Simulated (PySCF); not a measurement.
Si: electron affinity

Si⁻ [Ne] 3s2 3p3 (4S) → Si [Ne] 3s2 3p2 (3P), as a difference of total energies. All numbers are calculated (PySCF 2.14, scalar relativity by spin-free X2C-1e, in aug-cc-pVQZ-DK (7s6p4d3f2g, 84 functions)). Correlated levels: valence: [Ne] frozen. The calculations carry no spin-orbit coupling.

```csv
method,electron affinity (eV),plus first-order spin-orbit estimate,error of that sum (eV)
UHF,0.842,0.825,-0.565
LDA,1.587,1.571,+0.181
PBE,1.487,1.471,+0.081
PBE0,1.449,1.433,+0.043
r2SCAN,1.527,1.511,+0.121
wB97X-V,1.202,1.186,-0.204
TPSS,1.427,1.410,+0.020
CAM-B3LYP,1.267,1.251,-0.139
revPBE,1.452,1.436,+0.046
MP2 (valence),1.400,1.384,-0.006
SCS-MP2 (valence),1.217,1.201,-0.189
```

Reference: 1.390 eV (measured; photodetachment measurements, as compiled on the Wikipedia data page of electron affinities).

A first-order spin-orbit estimate (lowest level to lowest level, LS coupling) adds -0.016 eV.

Errors of the correlated levels include the incompleteness of this basis and the frozen core.

In the anion the highest occupied orbital energy is positive at LDA, PBE, PBE0, r2SCAN, TPSS, revPBE, a self-interaction effect; the basis confines that electron, and the energy difference can still be sensible.
